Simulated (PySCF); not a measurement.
# Changing the system itself: Si2 (triplet)

One physical setting of the base script is moved in each run, with the edits that it forces.

The runs use PySCF 2.14.0; method and basis as typed in the scripts.

2 further runs of the same task are left out: 2 that didn't finish.

### 1 The starting structure

Si2 (triplet): 2 atoms, charge 0, spin multiplicity 3.

Bond lengths: Si1–Si2 2.007 Å.

### 2 Base script

Input file input.py:

```python
from pyscf import gto, dft

mol = gto.M(
    atom='Si 0 0 0; Si 0 0 2.007',
    basis='sbkjc',
    ecp={'Si': 'sbkjc'},
    charge=0,
    spin=2,
    verbose=4,
)
mf = dft.UKS(mol, xc='x3lyp')
mf = mf.density_fit(auxbasis='def2-universal-jkfit')
mf.kernel()
mf.mulliken_pop()
mf.dip_moment()
print('orbital energies (hartree):', [e[max(0, n-3):n+3].round(4) for e, n in zip(mf.mo_energy, mol.nelec)])
```

Launch:

```
OMP_NUM_THREADS=1 python input.py
```

The log of this run is left out.

In short: E(SCF) = -7.550014 Eh, 7 cycles, ⟨S²⟩ = 2.003, μ = 0.00 D.

The bond length is a typed value, not an optimised one. The triplet is typed in the script; nothing here shows that it is the ground state.

### 3 Bond 2.067 Å

Edit 1 changes bond length: 2.007 Å → 2.067 Å.

Input file input.py:

```python
from pyscf import gto, dft

mol = gto.M(
    atom='Si 0 0 0; Si 0 0 2.067',
    basis='sbkjc',
    ecp={'Si': 'sbkjc'},
    charge=0,
    spin=2,
    verbose=4,
)
mf = dft.UKS(mol, xc='x3lyp')
mf = mf.density_fit(auxbasis='def2-universal-jkfit')
mf.kernel()
mf.mulliken_pop()
mf.dip_moment()
print('orbital energies (hartree):', [e[max(0, n-3):n+3].round(4) for e, n in zip(mf.mo_energy, mol.nelec)])
```

Launch:

```
OMP_NUM_THREADS=1 python input.py
```

### 4 Lengths in bohr

Edit 2 changes length unit: angstrom → bohr; bond length: 2.007 Å → 2.007 bohr.

Edit input.py of step 2 so:

```diff
@@ -8,2 +8,3 @@
     spin=2,
+    unit='bohr',
     verbose=4,
```

### 5 Charge +1 (quartet)

Edit 3 changes charge: 0 → 1; spin (2S): 2 → 3.

Edit input.py of step 2 so:

```diff
@@ -6,4 +6,4 @@
     ecp={'Si': 'sbkjc'},
-    charge=0,
-    spin=2,
+    charge=1,
+    spin=3,
     verbose=4,
```

### 6 PCM, ε = 2.27

Edit 4 changes solvent: none (gas phase) → PCM, ε = 2.27.

Edit input.py of step 2 so:

```diff
@@ -1,2 +1,2 @@
-from pyscf import gto, dft
+from pyscf import gto, dft, solvent
 
@@ -12,2 +12,4 @@
 mf = mf.density_fit(auxbasis='def2-universal-jkfit')
+mf = solvent.PCM(mf)
+mf.with_solvent.eps = 2.27
 mf.kernel()
```

### 7 Bond 1.867 Å

Edit 5 changes bond length: 2.007 Å → 1.867 Å.

Edit input.py of step 2 so:

```diff
@@ -3,3 +3,3 @@
 mol = gto.M(
-    atom='Si 0 0 0; Si 0 0 2.007',
+    atom='Si 0 0 0; Si 0 0 1.867',
     basis='sbkjc',
```

**Question.** What will these runs give? Wanted: for each run, E(SCF); from base; gap, α spin.

As calculated:

```csv
run,E(SCF) (hartree),from base (eV),cycles,"gap, α spin (eV)"
base,-7.550014,0,7,4.28
bond 2.067 Å,-7.560249,-0.2785,7,4.04
lengths in bohr (poor choice),-5.579006,not comparable,6,3.13
charge +1 (quartet),-7.244294,+8.3191,7,4.93
"PCM, ε = 2.27",-7.550665,-0.0177,7,4.34
bond 1.867 Å,-7.506812,+1.1756,7,4.83
```

In words: Of the runs whose energies can be compared, “bond 1.867 Å” moves the SCF energy most (+1.176 eV). At the SCF level, going to the quartet with one electron fewer costs 8.32 eV at fixed geometry, which need not be the lowest ionisation. A continuum solvent with ε = 2.27 lowers the energy by 0.018 eV. Rows marked «poor choice» come from settings spoiled on purpose.
